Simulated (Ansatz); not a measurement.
The cluster P₃⁻, relaxed as a singlet with RKS PBE-D4/def2-TZVPD in Ansatz, starting from the GFN1-xTB geometry. Force threshold 0.02 eV/Å.

The structure comes from a short search, and lower isomers may exist.

Start:

Cartesian coordinates in Å:
```
P -1.7243 0.0553 -0.8916
P 0.0000 0.0006 0.0001
P 1.7243 -0.0559 0.8915
```

| step | energy (eV) | largest force component (eV/Å) | SCF passes |
| --- | --- | --- | --- |
| 1 | -27855.4637 | 0.599 | 16 |
| 2 | -27855.4772 | 0.043 | 21 |
| 3 | -27855.4773 | 0.000 | 14 |

Force components are those of the run's own axes.

End:

```xyz
3

P    -1.744    0.056   -0.902
P     0.000    0.000    0.000
P     1.744   -0.056    0.902
```

By distances, no bond broke or formed. The bond that changes most is P2–P3, from 1.94 to 1.96 Å (atoms count from 1).

No frequencies were taken in this run, so the end may be a saddle point.

Run time 1.3 s (4 threads of Arm Neoverse V2 on a shared host).
